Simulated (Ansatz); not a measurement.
The same path of CH6SSi (9 atoms, charge 0, multiplicity 1) was run twice with different band settings. Lost on the way: Si1–S2, C3–H4. Made: S2–H4.

Computed with Ansatz, RKS PBE0-D4/6-31G*.

Relaxed end points:

```xyz
9
Properties=species:S:1:pos:R:3
Si -0.482 0.633 -0.080
S 0.887 1.396 -1.556
C -0.085 -1.127 0.433
H -0.091 -1.795 -0.433
H -1.802 0.716 -0.760
H -0.493 1.521 1.117
H 1.988 1.335 -0.782
H 0.902 -1.189 0.905
H -0.825 -1.490 1.156
```

```xyz
9
Properties=species:S:1:pos:R:3
Si -1.394 0.472 0.802
S 1.814 0.136 -2.169
C -0.332 -0.869 0.761
H 0.955 -0.094 -1.147
H -2.631 0.531 -0.009
H -1.110 1.682 1.608
H 2.672 0.814 -1.384
H 0.570 -0.914 1.365
H -0.543 -1.759 0.173
```

Common settings: climbing image yes; spring 5.0 eV/Å²; optimiser quadratic models (default); start path through a guess of the saddle point; force threshold 0.03 eV/Å; end points relaxed.

| run | movable images | iteration limit |
| --- | --- | --- |
| 1 | 9 | 59 |
| 2 | 2 | 60 |

(1) What does each run give, and how far can it be trusted?

Results:

(1) Run 1: converged after 14 iterations, highest image 3.563 eV above the first end. Neighbouring images differ by up to 1.6 eV, so the band resolves the path poorly. A vibrational analysis at the climbing image gives one clearly imaginary mode, 1010i cm⁻¹: a first-order saddle point.
Run 2: converged after 16 iterations, highest image 3.563 eV above the first end. Neighbouring images differ by up to 3.5 eV, so the band resolves the path poorly. Another band between the same ends (9 images) ends at a top of the same energy, where a vibrational analysis finds 1 clearly imaginary mode. So few images can step over the top or miss a turn of the path.
The orbitals stay closed-shell, which can raise the energy where a bond breaks towards radicals; this wasn't checked here.
